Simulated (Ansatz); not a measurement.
## CsMo₄Pb: from a trial structure to a relaxed crystal

Level of theory: DFT PBE, scalar-relativistic, plane waves, PAW (Ansatz). Cutoff 420 eV, Γ-centred k mesh, Gaussian smearing, no spin polarisation in the final step.

The start puts CsMo₄Pb on the sites of a reported MgInCu4 cell (F-43m, No. 216), with Cs in place of Mg, Pb in place of In, Mo in place of Cu, at a guessed volume.

```yaml
crystal:
  lattice:
    - [0.00000, 3.99681, 3.99681]
    - [3.99681, 0.00000, 3.99681]
    - [3.99681, 3.99681, 0.00000]
  atoms:
    - { symbol: Cs, position: [0.00000, 0.00000, 0.00000] }
    - { symbol: Mo, position: [0.37500, 0.87500, 0.37500] }
    - { symbol: Mo, position: [0.37500, 0.37500, 0.87500] }
    - { symbol: Mo, position: [0.37500, 0.37500, 0.37500] }
    - { symbol: Mo, position: [0.87500, 0.37500, 0.37500] }
    - { symbol: Pb, position: [0.75000, 0.75000, 0.75000] }
```

Cell and atoms relax at zero pressure; the relaxation can't lower the symmetry of the start.

The zero of energy is the elements' standard structures at the same level; no fitted shifts are applied.

Task: What does it relax into?

Result: It keeps F-43m (No. 216). Conventional cell: a = 7.919 Å. Cs has 12 Mo at 3.27 Å and 4 Pb at 3.43 Å; Mo has 3 Mo at 2.71 Å, 3 Mo at 2.89 Å, 3 Cs at 3.27 Å and 3 Pb at 3.29 Å; Pb has 12 Mo at 3.29 Å and 4 Cs at 3.43 Å.

```xyz
6
Lattice="0.0000 3.9593 3.9593 3.9593 0.0000 3.9593 3.9593 3.9593 0.0000" Properties=species:S:1:pos:R:3 pbc="T T T"
Cs    0.0000    0.0000    0.0000
Mo    4.9801    2.9384    2.9384
Mo    4.9801    4.9801    4.9801
Mo    2.9384    4.9801    2.9384
Mo    2.9384    2.9384    4.9801
Pb    1.9796    1.9796    1.9796
```

Task: What are its volume, energy, density and gap?

Result: The volume per atom is 20.69 Å³ and the density is 9.68 g/cm³. The energy over the elements is 1.33 eV/atom and the gap on the 8×8×8 mesh is 0 eV (a metal).

The final run used a 8×8×8 mesh on its 6-atom cell and 0.10 eV smearing. For metals, differences of a few meV/atom aren't resolved. Spin–orbit coupling is left out. Symmetry constrained the relaxation, so the result can be a saddle point.

Cost: 2 runs of about 2.3 core-minutes in all, on Arm Neoverse V1 (shared hosts).